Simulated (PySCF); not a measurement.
# H2O: the cost of one run

Computed with PySCF 2.14.0. Level: levels as typed in each script, gas phase, geometry from GFN2-xTB.

## (1) Where the work starts

SMILES `O`, 3 atoms, charge 0, spin multiplicity 1.

Bond lengths: O1–H2 0.959 Å, O1–H3 0.959 Å. Angles: H2–O1–H3 107.2°.

As a file:

```mol
H2O
  3D, bonds by distance, orders not assigned

  3  2  0  0  0  0  0  0  0  0999 V2000
    0.0000    0.1138    0.0000 O   0  0
    0.7722   -0.4552    0.0000 H   0  0
   -0.7722   -0.4552    0.0000 H   0  0
  1  2  8  0
  1  3  8  0
M  END
```

## (2) Excited states (PBE/def2-tzvp)

Contents of input.py:

```python
import numpy as np
from pyscf import gto, scf, dft, tdscf
from pyscf.scf import atom_ks, atom_hf
from scipy.linalg import block_diag

def solve(mol, dm0=None, hcore=None):
    mf = (dft.UKS if mol.spin else dft.RKS)(mol, xc='pbe')
    mf.grids.level = 3
    mf = mf.density_fit(auxbasis='def2-universal-jkfit')
    mf.conv_tol, mf.max_cycle = 1e-8, 80
    if hcore is not None:
        mf.get_hcore = lambda *args: hcore
    mf.kernel(dm0)
    if not mf.converged:
        mf = mf.newton().run(mf.mo_coeff, mf.mo_occ, max_cycle=30)
    assert mf.converged, 'SCF not converged'
    return mf

mol = gto.M(atom='''
O      0.00000     0.11381     0.00000
H      0.77220    -0.45522     0.00000
H     -0.77219    -0.45522     0.00000
''', basis='def2-tzvp', charge=0, spin=0, verbose=4)
mf = solve(mol)
td = mf.TDA()
td.nstates, td.singlet, td.conv_tol = 5, True, 1e-5
td.kernel()
td.analyze()
x, y = np.array([p[0] for p in td.xy]), np.array([p[1] + 0 * p[0] for p in td.xy])
f, mu = td.oscillator_strength(), td.transition_dipole()
nto = [td.get_nto(state=i + 1, verbose=4) for i in range(len(td.e))]
# spherically averaged free atoms, for the promolecule
atm = atom_ks.get_atm_nrks(mol, xc='pbe')
pro = block_diag(*[(atm[a[0]][2] * atm[a[0]][3]) @ atm[a[0]][2].T for a in mol._atom])
np.savez('result.npz', e=td.e, f=f, ok=td.converged, w=[n[0] for n in nto], nto=[n[1] for n in nto], x=x, y=y, c=mf.mo_coeff, occ=mf.mo_occ, eps=mf.mo_energy, pro=pro, mu=mu)
```

Started as:

```bash
$ OMP_NUM_THREADS=1 python input.py
```

Q: Estimate wall time and peak memory on 1 thread of Intel Xeon Platinum 8259CL at 2.50GHz (Skylake/Cascade Lake), shared host.

About 6.3 s, with a peak of 0.2 GiB.
